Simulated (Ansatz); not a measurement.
# H2N2Si: two geometries relaxed

Program: Ansatz 0.2.0. Level of theory: UKS PBE/6-31G*. These are calculated values, not measurements.

## (1) The system as given

Bond lengths: N1–Si2 1.556 Å, Si2–N3 1.688 Å, N3–H4 1.010 Å, N3–H5 1.010 Å. Angles: N1–Si2–N3 179.8°, Si2–N3–H4 123.3°, Si2–N3–H5 123.4°, H4–N3–H5 113.3°.

Structure file:

```xyz
5

N    -1.2336   -1.7661    1.2281
Si   -0.4600   -0.6577    0.4566
N     0.3773    0.5480   -0.3758
H     1.2556    0.9331   -0.0591
H     0.0607    0.9427   -1.2498
```

## (2) End point A

The input, input.yaml:

```yaml
crystal:
  periodic: [false, false, false]
  atoms:
    - { symbol: "N", position_ang: [-1.23363, -1.7661, 1.22814] }
    - { symbol: Si, position_ang: [-0.46, -0.65774, 0.45658] }
    - { symbol: "N", position_ang: [0.37727, 0.54803, -0.37578] }
    - { symbol: H, position_ang: [1.25564, 0.93309, -0.05913] }
    - { symbol: H, position_ang: [0.06072, 0.94273, -1.24981] }
magnetization:
  spin_polarized: true
basis:
  gaussian: { orbitals: "6-31G*" }
hamiltonian:
  xc: pbe
relax:
  f_tol: 0.02
  max_steps: 50
output:
  orbitals: {}
```

On the command line:

```console
ansatz run input.yaml --threads 1 --pin off --max-ram 2048MiB --backend cpu --events-out ev --progress --plain --runs-dir out
```

**Question.** How long does this run take on 1 thread of an Arm CPU, shared host, and how much memory does it need?

About 23 s, with a peak of 0.1 GiB.
